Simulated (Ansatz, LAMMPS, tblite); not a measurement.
**Ladder of methods for the lattice parameter a of zinc-blende CdTe**

Reference value: 6.48 Å (measured, room temperature, no zero-point or thermal correction; as tabulated in Lucero et al. (2012), arXiv:1111.4515).

| level (code) | value (Å) | difference (%) |
|---|---|---|
| Stillinger–Weber CdTeZnSeHgS0.sw (LAMMPS) | 6.478 | -0.03 |
| IPEA1-xTB (tblite) | 6.464 | -0.25 |
| PBE (Ansatz) | 6.618 | +2.13 |
| r²SCAN-D4 (Ansatz) | 6.529 | +0.76 |
| PBE0 (Ansatz) | 6.557 | +1.19 |

Leaving aside Stillinger–Weber CdTeZnSeHgS0.sw, IPEA1-xTB, which can be fitted to such values or carry a doubt: The best agreement in this table is that of r²SCAN-D4 (+0.76 %). PBE (+2.13 %) lies farthest from it.

The measured value isn't corrected to a static lattice, so vibrations enter the comparison. A static lattice is as a rule a little smaller than the measured one.  Stillinger–Weber CdTeZnSeHgS0.sw: the potential file covers more elements than this solid holds. IPEA1-xTB: this parameter set was refitted to ionisation energies, not structures. IPEA1-xTB: the run uses a supercell at the zone centre in place of a k mesh. Cutoffs and k meshes differ between the levels. Ansatz's density-functional and Hartree–Fock values are scalar-relativistic unless marked +SOC, with PAW data made under PBE.

Empirical potentials (Stillinger–Weber CdTeZnSeHgS0.sw) are fitted to chosen data, which need not cover the solid at hand: agreement can be built in, and what lay outside the fit can be far off.

Differences are worked out from the printed values.

Ansatz is a first-principles code.
